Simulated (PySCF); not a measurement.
Two-dimensional NMR puzzle

Compound of formula C3H4FN. Correlations simulated from computed shifts and couplings:

HSQC (one-bond C–H):
```csv
δH,δC,"¹J(C,H) (Hz)"
5.76,86.4,158
1.57,25.1,189
```

HMBC (two and three bonds, |J| ≥ 2.5 Hz):
```csv
δH,δC [abs. J in Hz]
5.76,181.3 [4.9]
1.57,181.3 [2.9]
```

Carbons without hydrogens: δ 181.3.

All values are calculated (PySCF 2.14.0 with density-fitted response routines): NMR shieldings at PBE/pcSseg-2/GIAO, couplings computed with B3LYP/pcJ-1, geometry: PBE0-D3(BJ)/def2-SVP. One averaged value for each set of equivalent atoms, no solvent model, relativity neglected, one computed conformer.

Shifts are taken against calculated references (same method and geometry level): ¹H (31.18 ppm) and ¹³C (179.39 ppm) vs TMS.

Exchangeable hydrogens are left out of these lists, and C,H couplings along chains are those of one rotamer, so weak HMBC peaks may be missing or extra.

Task: Assemble the structure.

Result: `FCC1=NC1`.

Numbering as in the mapped SMILES `[F:1][CH2:2][C:3]1=[N:4][CH2:5]1`; H(Xn) means a hydrogen on atom n.

δC 181.3 is C3, a C=N carbon. δC 86.4 is C2, an sp3 CH2 bonded to F (δH 5.76). δC 25.1 is C5, a three-membered-ring carbon (δH 1.57). HMBC from δH 5.76 reaches the proton-free carbon C3. HMBC from δH 1.57 reaches the proton-free carbon C3.

Common functionals overestimate the size of one-bond C–F couplings by tens of Hz; these are unscaled. Shifts are as computed, not scaled to solution data. Of 1211 compounds with measured shifts, 218 miss one by over three times the rms of a fit or turn the order of signals round; such compounds aren't used in these exercises.
